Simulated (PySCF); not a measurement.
Molecule: SMILES O1[C@@H](C)[C@@H]1C, C4H8O.

Molfile (atoms numbered from 1):
```
C4H8O
     RDKit          3D

 13 13  0  0  0  0  0  0  0  0999 V2000
    1.8932    0.3925    0.4474 C   0  0  0  0  0  0  0  0  0  0  0  0
    0.6452   -0.4104    0.2357 C   0  0  2  0  0  0  0  0  0  0  0  0
    0.2931   -0.6968   -1.1044 O   0  0  0  0  0  0  0  0  0  0  0  0
   -0.5685    0.1481   -0.3663 C   0  0  1  0  0  0  0  0  0  0  0  0
   -1.9399   -0.3806   -0.0714 C   0  0  0  0  0  0  0  0  0  0  0  0
    1.9304    0.7975    1.4707 H   0  0  0  0  0  0  0  0  0  0  0  0
    1.9411    1.2274   -0.2668 H   0  0  0  0  0  0  0  0  0  0  0  0
    2.7868   -0.2338    0.2979 H   0  0  0  0  0  0  0  0  0  0  0  0
    0.5108   -1.2608    0.9228 H   0  0  0  0  0  0  0  0  0  0  0  0
   -0.5273    1.2046   -0.6751 H   0  0  0  0  0  0  0  0  0  0  0  0
   -1.8884   -1.4304    0.2524 H   0  0  0  0  0  0  0  0  0  0  0  0
   -2.5736   -0.3331   -0.9709 H   0  0  0  0  0  0  0  0  0  0  0  0
   -2.4273    0.2116    0.7187 H   0  0  0  0  0  0  0  0  0  0  0  0
  1  2  1  0
  2  3  1  0
  3  4  1  0
  4  5  1  0
  4  2  1  0
  1  6  1  0
  1  7  1  0
  1  8  1  0
  2  9  1  1
  4 10  1  6
  5 11  1  0
  5 12  1  0
  5 13  1  0
M  END
```

Geometry PBE0-D3(BJ)/def2-SVP throughout; GIAO in PySCF 2.14, gas phase, one conformer, non-relativistic; equivalent atoms averaged; functional PBE0.

Q: How do the shifts δ (against TMS, H2O at the same level) depend on the basis set? (ppm; last column core-seconds on 1 thread of an Arm Neoverse N1, shared host)

A: 
```tsv
basis set	functions	C2/C4	C1/C5	O3	H9/H10	H6/H7/H8/H11/H12/H13	core-s
pcSseg-0	61	55.5	21.0	36.2	2.12	1.34	7.5
cc-pVDZ	110	52.7	19.1	47.8	2.14	1.05	16
aug-cc-pVDZ	187	52.4	18.3	43.1	2.35	1.19	32
IGLO-III	255	55.8	19.3	44.2	2.33	1.13	49
cc-pVTZ	262	54.0	18.9	49.0	2.27	1.12	51
```

Q: Which nucleus moves most, in ppm?

A: O3 (ether oxygen): from 36.2 ppm with pcSseg-0 to 49.0 ppm with cc-pVTZ. The smallest spread is 0.22 ppm, at H9/H10. Proton shifts span only some 12 ppm, so a few tenths of a ppm matter as much there as several ppm in carbon.

Q: Taking the largest basis, cc-pVTZ (262 functions), as the yardstick, rank the others by their worst heavy-atom deviation.

A: cc-pVDZ 1.3 ppm (110 functions), IGLO-III 4.8 ppm (255 functions), aug-cc-pVDZ 5.9 ppm (187 functions), pcSseg-0 12.8 ppm (61 functions).

A small basis that lands close on one nucleus may do so by chance; judge by the trend and by all nuclei.
